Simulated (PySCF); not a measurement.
These 5 structures share the formula C3H4F2O. Level of theory: PySCF 2.14.0, PBE0-D3(BJ)/def2-SVP geometry optimisation, gas phase. One conformer each; no zero-point energy, no entropy. No frequencies were run at this level. Point groups hold within 0.08 Å.

Question: Rank from lowest to highest electronic energy at this level (kcal/mol).
A. `[F:1]/[CH:2]=[CH:3]/[O:4][CH2:5][F:6]` with C2–C3–O4–C5 1°, C3–O4–C5–F6 178°
B. `[CH2:1]=[C:2]([F:3])[O:4][CH2:5][F:6]` with C1–C2–O4–C5 18°, C2–O4–C5–F6 -75°
C. `[F:1][CH:2]([F:3])[C@@H:4]1[CH2:5][O:6]1` with F1–C2–C4–C5 -90°
D. `[O:1]=[CH:2][C@@H:3]([F:4])[CH2:5][F:6]` with O1–C2–C3–F4 177°, C2–C3–C5–F6 -55°
E. `[CH3:1][O:2]/[C:3]([F:4])=[CH:5]\[F:6]` with C1–O2–C3–F4 55°

Answer: D (0.0), B (3.1), C (9.3), E (16.3), A (16.4).

As drawn, the lowest has a C=O bond, which the highest lacks; the highest has a C=C bond outside aromatic rings, which the lowest lacks. Neighbours under 2.5 kcal/mol apart (CO/C(F)=C\F and F/C=C/OCF) can change places with a better method, another conformer or zero-point energy.

```
         SMILES      E (Eh)  E rel (kcal/mol)  dipole (D)  point group      A, B, C (MHz)
 O=C[C@@H](F)CF  -390.90482               0.0        2.06           C1   4381, 3204, 2211
      C=C(F)OCF  -390.89982               3.1        1.85           C1   7988, 2410, 1975
FC(F)[C@@H]1CO1  -390.88996               9.3        2.13           C1   7068, 2700, 2115
    CO/C(F)=C\F  -390.87877              16.3        1.79           C1   5626, 2771, 1962
      F/C=C/OCF  -390.87872              16.4        1.29            –  16744, 1463, 1357
```

Q: As an exercise, what shares would exp(−E/RT) give at 1000 K from these electronic energies alone (no entropy, no degeneracies)?

A: RT = 1.987 kcal/mol: O=C[C@@H](F)CF 82.2 %, C=C(F)OCF 17.0 %, FC(F)[C@@H]1CO1 0.8 %, CO/C(F)=C\F under 0.1 %, F/C=C/OCF under 0.1 %.
